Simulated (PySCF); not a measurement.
AlF₂⁺ + 2 HCl → AlCl₂⁺ + 2 HF

Level: PBE0 in the def2-TZVP basis family, all electrons, no relativity, computed in PySCF with density fitting; open shells unrestricted.

| species | state and structure | E (Eh) | ZPE (kJ/mol) | H(298 K) − H(0) (kJ/mol) | S° (J/(mol K)) |
| --- | --- | --- | --- | --- | --- |
| AlF₂⁺ | singlet, D∞h, Al–F 1.586 Å (×2) | -441.69639 | 13.8 | 12.0 | 242.7 |
| HCl | singlet, C∞v, H–Cl 1.279 Å | -460.66440 | 17.9 | 8.7 | 186.6 |
| AlCl₂⁺ | singlet, D∞h, Al–Cl 1.996 Å (×2) | -1162.25997 | 9.1 | 13.1 | 264.3 |
| HF | singlet, C∞v, H–F 0.920 Å | -100.39188 | 24.9 | 8.7 | 173.6 |

Question: What is the electronic reaction energy?

Answer: At PBE0/def2-TZVP, ΔE = -48.7 kJ/mol from the differences of the total energies times 2625.5, downhill. 

Question: Add zero-point, thermal and entropy terms for 298.15 K and 1 bar.

Answer: ΔZPE = 9.3 and Δ[H(298) − H(0)] = 1.1 kJ/mol give ΔH° = -38.3 kJ/mol. ΔS° = -4.4 J/(mol K), so ΔG° = -38.3 − 298.15 × (-0.0044) = -37 kJ/mol and log₁₀K = 6.5.

Only the bonding shown was studied: isomers, or loss of a ligand pair, can lie lower.
